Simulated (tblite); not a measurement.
Species: 1,2,3-triazine, C3H3N3.
SMILES: `n1ncccn1`

Computed with GFN2-xTB (tblite): harmonic, unscaled wavenumbers at the GFN2-xTB geometry, gas phase. The method is semi-empirical: single wavenumbers can be off by several per cent or more.

Harmonic wavenumbers (cm⁻¹): 208.5, 277.2, 634.7, 641.7, 732.1, 780.3, 928.0, 929.7, 1044.4, 1058.0, 1098.3, 1104.1, 1135.2, 1178.2, 1346.8, 1364.3, 1501.1, 1503.9, 3061.8, 3062.7, 3090.3.

A = 6488, B = 6429, C = 3229 MHz; mass 81.033 u (most abundant isotopes); point group C2v, symmetry number 2.

Question: Zero-point energy?

Answer: Half the sum of the wavenumbers: 13341 cm⁻¹ = 38.14 kcal/mol.

Question: Entropy at 298.15 K, 1 bar (ideal gas, RRHO, classical rotation)?

Answer: Translation 39.12, rotation 23.90, vibration 5.57: S = 68.6 cal/(mol K).

Question: And Cp and H(298.15 K) − H(0)?

Answer: Cp = 17.85 cal/(mol K), of which vibrations give 9.90 (their classical limit is 21 R = 41.7); H(298.15 K) − H(0) = 3.46 kcal/mol without the zero-point energy, 1.09 from vibrations.

Question: What must be added to the electronic energy to get the Gibbs energy at 298.15 K and 1 bar?

Answer: ZPE + [H(298.15 K) − H(0)] − T·S = 38.14 + 3.46 − 20.45 = 21.15 kcal/mol.

Question: Which modes carry the vibrational entropy at 298.15 K?

Answer: 208.5 cm⁻¹: 2.06; 277.2 cm⁻¹: 1.55; 634.7 cm⁻¹: 0.39; 641.7 cm⁻¹: 0.38; 732.1 cm⁻¹: 0.27; 780.3 cm⁻¹: 0.22 cal/(mol K); the other 15 give 0.69 together.

Question: How do the functions run with temperature in this model?

Answer: 
```tsv
T (K)	S (cal/(mol K))	Cp (cal/(mol K))	H − H(0) (kcal/mol)	G − H(0) (kcal/mol)	ln q(vib)
150	59.1	11.1	1.36	-7.51	0.22
250	65.7	15.3	2.66	-13.76	0.68
400	74.6	23.2	5.55	-24.28	1.66
600	85.6	31.1	11.04	-40.32	3.31
900	99.7	37.9	21.51	-68.19	5.99
```

q(vib) and H(0) count from the zero-point level.

Hindered rotation and anharmonicity are outside this model.

Time: 0.14 s. Hardware: Arm Neoverse V1, one thread, shared host with 32 logical CPUs at a one-minute load of 35. This covers the Hessian and the dipole derivatives.
